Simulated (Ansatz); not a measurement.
Stepwise reaction of `[SiH2]` with hydrogen chloride, as a gas-phase model of exchange steps in deposition or etching. ΔE in kJ/mol; ΔG adds harmonic PBE0-D4 terms to CCSD(T)/CBS, at 1 bar.

Gas-phase electronic energies from Ansatz, PBE0-D4/def2-TZVP geometries. CBS: MP2 limit from def2 TZ/QZ plus the TZ coupled-cluster correction, frozen cores. This one scheme is used for every species. DFT in def2-TZVPP. B3LYP here is the variant with VWN-RPA as its local correlation; programs differ in this.

```
step                           reaction  PBE-D4  B3LYP-D4  ωB97M-V  CCSD(T)/CBS  ΔG(600 K)
   2  `[SiH]Cl` + HCl → `Cl[Si]Cl` + H₂  -137.2    -132.1   -132.0       -127.5     -115.5
```

Problem. Give the row of step 1, `[SiH2]` + HCl → `[SiH]Cl` + H₂. (Estimate.)

Solution. Computed: 
| step | reaction | PBE-D4 | B3LYP-D4 | ωB97M-V | CCSD(T)/CBS | ΔG(600 K) |
| --- | --- | --- | --- | --- | --- | --- |
| 1 | `[SiH2]` + HCl → `[SiH]Cl` + H₂ | -122.7 | -117.8 | -117.4 | -114.3 | -109.0 |

Problem. By hand: ΔE of the 2 steps together at CCSD(T)/CBS.

Solution. (-114.3) + (-127.5) = -241.8 kJ/mol, or -120.9 kJ/mol a step.

In ΔE each step is lower than the one before. All are downhill at CCSD(T)/CBS. ΔG lies between -115.5 and -109.0 kJ/mol a step. PBE-D4 differs from CCSD(T)/CBS by -9.7 to -8.4 kJ/mol a step. Isolated molecules leave out the surface, adducts and barriers. Largest T1 diagnostic: 0.014.
